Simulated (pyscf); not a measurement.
Thermochemistry of product channels of acetylene (HC≡CH) + methyl (CH₃•) on the doublet surface, in kcal/mol, from ωB97M-D3(BJ)/def2-TZVP energies (ideal gas, 1 atm, RRHO with modes under 100 cm⁻¹ raised to 100, one conformer, R ln 2 for rigid chiral ones). Single points on ωB97X-D3(BJ)/def2-SVP structures (PySCF, gas phase).

| products | ΔE | ΔH(298 K) | ΔG(900 K) | ΔG(1200 K) |
|---|---|---|---|---|
| •C≡CH + methane (CH₄) | ? | +31.2 | +31.9 | +32.6 |
| •C≡CH + hydrogen (H₂) + methylene (CH₂) [triplet] | ? | +143.2 | +111.8 | +100.9 |

Task: What belongs in the gaps?

Result: 
- •C≡CH + methane (CH₄), ΔE: +29.4
- •C≡CH + hydrogen (H₂) + methylene (CH₂) [triplet], ΔE: +150.3

These are energies of the channels, which say nothing of barriers. C₂H has a Π state close over its Σ ground state, and the state reached was not checked.
